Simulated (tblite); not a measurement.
Species: C4H2N2 (charge -1 and doublet state).
Atom-mapped SMILES: `[N:1]#[C:2]/[CH:3]=[CH:4]/[C:5]=[N-:6]` (hydrogens: H7 on C3; H8 on C4)
Bond orders are those of one Lewis drawing.

Computed with GFN2-xTB (tblite), gas phase: L-BFGS steps from a force-field or distance-geometry start until the largest atomic force falls under 0.01 eV/Å.

Step 23: E = -422.4002 eV
```
atom  x, y, z in Å  |  force x, y, z in eV/Å
N1      3.0111    0.0921   -0.0072    0.060  -0.124  -0.068
C2      1.8449    0.1752    0.0575    0.093   0.054   0.021
C3      0.5072    0.3843    0.1915   -0.056   0.002   0.014
C4     -0.5231   -0.4665   -0.2481    0.033  -0.058  -0.040
C5     -1.8457   -0.1809   -0.0661   -0.061   0.080   0.050
N6     -2.9731    0.0900    0.1068    0.139  -0.100  -0.061
H7      0.2385    1.3007    0.6954   -0.122   0.205   0.111
H8     -0.2507   -1.3855   -0.7544   -0.086  -0.059  -0.028
```

Step 24: E = -422.4051 eV
```
atom  x, y, z in Å  |  force x, y, z in eV/Å
N1      3.0015    0.0642   -0.0226    0.058  -0.121  -0.068
C2      1.8381    0.1721    0.0553    0.178   0.096   0.047
C3      0.5060    0.4016    0.2017   -0.077  -0.089  -0.040
C4     -0.5183   -0.4546   -0.2423   -0.002  -0.093  -0.052
C5     -1.8448   -0.1875   -0.0695   -0.097   0.127   0.072
N6     -2.9768    0.0694    0.0949    0.127  -0.100  -0.059
H7      0.2437    1.3184    0.7053   -0.131   0.206   0.112
H8     -0.2405   -1.3740   -0.7474   -0.055  -0.025  -0.012
```

Step 25: E = -422.4104 eV
```
atom  x, y, z in Å  |  force x, y, z in eV/Å
N1      2.9918    0.0263   -0.0436   -0.074  -0.081  -0.045
C2      1.8332    0.1725    0.0550    0.277   0.115   0.059
C3      0.5051    0.4222    0.2137   -0.067  -0.135  -0.070
C4     -0.5115   -0.4423   -0.2361   -0.027  -0.093  -0.046
C5     -1.8422   -0.1938   -0.0730   -0.132   0.163   0.090
N6     -2.9794    0.0460    0.0814    0.127  -0.097  -0.057
H7      0.2410    1.3407    0.7181   -0.088   0.115   0.062
H8     -0.2289   -1.3621   -0.7401   -0.016   0.014   0.006
```

Question: Estimate the geometry and energy of step 26. (The exact step hangs on the optimiser's Hessian estimate; all steps are aligned on step 25, rigid shifts and turns removed.)

Answer: E = -422.4136 eV, largest force 0.222 eV/Å
```
atom  x, y, z in Å  |  force x, y, z in eV/Å
N1      2.9873    0.0034   -0.0564   -0.095  -0.040  -0.022
C2      1.8341    0.1775    0.0576    0.192   0.098   0.051
C3      0.5052    0.4321    0.2194   -0.052  -0.087  -0.045
C4     -0.5069   -0.4382   -0.2340   -0.018  -0.053  -0.023
C5     -1.8386   -0.1949   -0.0739   -0.132   0.152   0.085
N6     -2.9783    0.0358    0.0755    0.110  -0.085  -0.050
H7      0.2309    1.3522    0.7248   -0.018  -0.014  -0.009
H8     -0.2245   -1.3584   -0.7377    0.012   0.028   0.012
```

The energy changes by -0.0032 eV. The first-order estimate −F·Δx gives -0.0048 eV and the mean of the old and new forces, exact on a quadratic surface, -0.0032 eV. The step makes an angle of 75° with the force vector and moves no atom by more than 0.027 Å.

The cost below is that of the whole relaxation. Time: 0.12 s. Hardware: Arm Neoverse V1, one thread, no GPU, on a shared host.
